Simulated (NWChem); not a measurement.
**Atomisation of fluoromethane (CH₃F)**

```xyz
5

C      0.6140    -0.1116     0.0000
F     -0.7404     0.1346     0.0000
H      0.8999    -0.6941     0.9041
H      0.8999    -0.6941    -0.9041
H      1.1799     0.8466     0.0000
```
Charge 0, spin multiplicity 1.

The numbers come from NWChem runs, not from measurements. All single points use one geometry, from PBE/def2-SVP, a minimum by its harmonic frequencies.

Basis set: def2-TZVP. The atomisation energy is electronic alone: no zero-point, thermal, spin-orbit or counterpoise terms. No value is extrapolated to the basis-set limit. Free atoms are single determinants with multiplicities C 3, F 2, H 2.

B3LYP has NWChem's definition, with VWN1-RPA local correlation. The stability of the SCF solutions was not checked. Open-shell Hartree-Fock references start from PBE0 orbitals.

Q: For the atomisation energy, HF gives 310.8 kcal/mol and LDA (SVWN5) gives 481.3 kcal/mol. What do PBE, PBE0, B3LYP give?

A: PBE: 428.1 kcal/mol; PBE0: 419.3 kcal/mol; B3LYP: 420.3 kcal/mol.
